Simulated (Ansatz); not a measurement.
## Ansatz (development build ahead of 0.2.0) run

```yaml
crystal:
  periodic: [false, false, false]
  atoms:
    - { symbol: C, position_ang: [1.39463, 0.0096, -0.00154] }
    - { symbol: C, position_ang: [0.78075, 1.22699, 0.00019] }
    - { symbol: C, position_ang: [-0.63449, 1.21123, 0.00922] }
    - { symbol: C, position_ang: [-1.32365, 0.00445, -0.00884] }
    - { symbol: C, position_ang: [-0.62822, -1.21445, -0.00948] }
    - { symbol: C, position_ang: [0.76659, -1.21809, -0.0045] }
    - { symbol: H, position_ang: [1.3225, 2.1771, -0.00139] }
    - { symbol: H, position_ang: [-1.17674, 2.14974, 0.0029] }
    - { symbol: H, position_ang: [-2.42298, 0.00011, -0.00578] }
    - { symbol: H, position_ang: [-1.17345, -2.15762, 0.00566] }
    - { symbol: H, position_ang: [1.33279, -2.16404, -0.00641] }
basis:
  gaussian: { orbitals: STO-3G }
magnetization:
  spin_polarized: true
  initial_magnetization: 1
hamiltonian:
  xc: hf
correlation:
  method: mp2
  frozen_orbitals: { C: 1, H: 0 }
```

The input is written out in the form of the current development build from the run's settings.

The run gave:

```json
{"Converged": "yes", "Reference energy": "-227.26692 hartree", "Correlation energy": "-0.25277 hartree", "Total energy": "-227.51970 hartree", "Spin squared of the determinant": "1.788"}
```

Caution: the unrestricted determinant is a mixture of spin states.
